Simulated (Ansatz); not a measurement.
**SiClO+ (quintet): wave-function methods side by side, def2-QZVPP**

One table from this session's results is given with a row withheld; the runs are named, their logs left out.

Method: def2-QZVPP, core rule «outside noble gas», up to 11 orbitals frozen; program: Ansatz 0.2.0, Gaussian basis.

Plan: UHF; ROHF; CCSD(T) on UHF.

**What is computed**

The geometry is a PBE0/def2-TZVP stationary point (not a proven minimum) of the parent state, kept for this charge and spin.

3 atoms, charge 1, spin multiplicity 5.

Atoms are counted from 1 here; the program's logs count them from 0.

Bond lengths: Cl1–Si3 2.238 Å, O2–Si3 1.908 Å. Angles: Cl1–Si3–O2 65.5°.

The first run:

in.yaml

```yaml
crystal:
  periodic: [false, false, false]
  atoms:
    - {symbol: Cl, position_ang: [0.000000, -0.104654, 1.131961]}
    - {symbol: O, position_ang: [0.000000, 1.273898, -0.660805]}
    - {symbol: Si, position_ang: [0.000000, -0.593591, -1.052463]}
basis:
  gaussian: {orbitals: "def2-QZVPP.json"}
total_charge: 1
magnetization: {spin_polarized: true, initial_magnetization: 4}
hamiltonian: {xc: hf}
output: {orbitals: {seedname: orbitals}}
```

Run with:

```console
$ ansatz run in.yaml --threads 1 --pin off --events-out ev --progress --plain --max-ram 2393MiB
```

Steps of the session up to this table: UHF; ROHF; CCSD(T) on UHF.

One of the session's tables, all rows but one given; the rest of the session is left out.

| method | from UCCSD(T) (meV) |
| --- | --- |
| ROHF | +14382.7 |
| UHF | ? |
| UMP2 | +1955.4 |
| UCCSD | +759.9 |
| UCCSD(T) | 0 |

Q: Estimate the row for UHF from the others.

As computed: from UCCSD(T) (meV): +13973.0. In the column «from UCCSD(T) (meV)» it lies between UMP2 (+1955.4) and ROHF (+14382.7).
